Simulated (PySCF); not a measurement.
Compound: ethynylalumane, C2H3Al.
Bonds: C1–C2 (triple), C2–Al3. Hydrogens: H4 on C1; H5, H6 on Al3.

The calculation used PBE0-D3(BJ)/def2-SVP geometry optimisation, gas phase in PySCF.

**Question.** What internal coordinates does the optimisation give?

**Answer.** 
| bond | length (Å) |
| --- | --- |
| C1≡C2 | 1.222 |
| C2–Al3 | 1.914 |
| C1–H4 | 1.077 |
| Al3–H5, Al3–H6 | 1.584 |

Bonds in one row agree within 0.01 Å and their mean is given. A selection of angles:
| angle | degrees |
| --- | --- |
| C2–C1–H4 | 179.9 |
| C1–C2–Al3 | 179.9 |
| C2–Al3–H5 | 118.9 |
| H5–Al3–H6 | 122.3 |

Al3 (aluminium bonded to C and 2 H) is planar (angles 122.3°, 118.9° and 118.9°, sum 360.0°, 0.00 Å off the plane of its three neighbours).

Point group: C2v (tolerance 0.08 Å). Whether it is a minimum is left open (no frequencies).

Time: 13 s of wall time; peak memory 0.29 GiB. Hardware: an Arm Neoverse N1 with one thread, no GPU, shared host with 64 logical CPUs at a one-minute load of 61. These figures are those of the optimisation.
